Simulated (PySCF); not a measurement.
Atoms are numbered as in `[CH2:1]=[C:2]([Cl:3])[CH2:4][CH3:5]`; H(Xn) means a hydrogen on atom n. Ha(C1) is cis to Cl3; Hb(C1) is trans to Cl3.

Geometry: PBE0-D3(BJ)/def2-SVP; GIAO shifts from PySCF 2.14, gas phase, non-relativistic, averaged over equivalent atoms.

At PBE0/pcSseg-1 (127 basis functions, 7.8 s wall time on 1 thread of an Arm Neoverse V2, shared host):
| atoms | δ (ppm) |
| --- | --- |
| C2 | 159.5 |
| C1 | 118.6 |
| C4 | 36.7 |
| C5 | 14.9 |
| Cl3 | 235.3 |
| Hb(C1) | 5.41 |
| Ha(C1) | 5.33 |
| H(C4) | 2.14 |
| H(C5) | 1.14 |

Scale: $^{13}$C (σref 184.41) and $^{1}$H (σref 31.27) vs TMS; HCl for $^{35}$Cl (σref 943.27) (reference shieldings calculated alike).

Question: What do these become at mPW1PW91/pcSseg-2?

Answer: 
| atoms | δ at mPW1PW91/pcSseg-2 | change |
| --- | --- | --- |
| C2 | 165.6 | +6.1 |
| C1 | 120.6 | +2.0 |
| C4 | 38.5 | +1.8 |
| C5 | 15.4 | +0.5 |
| Cl3 | 241.4 | +6.1 |
| Hb(C1) | 5.31 | -0.10 |
| Ha(C1) | 5.28 | -0.05 |
| H(C4) | 2.32 | +0.18 |
| H(C5) | 1.17 | +0.03 |

Shifts are taken against calculated references (same method and geometry level): $^{13}$C (183.53 ppm) and $^{1}$H (31.29 ppm) vs TMS; $^{35}$Cl (937.51 ppm) vs HCl.

The largest change is at C2 (fully substituted alkene carbon). Cost: 285 basis functions, 26 s wall time on 1 thread of an Arm Neoverse V2, shared host. The order of the carbon signals is the same at both levels.

Carbons that carry Cl, above all several Cl atoms, come out too deshielded, partly because spin–orbit coupling is missing.
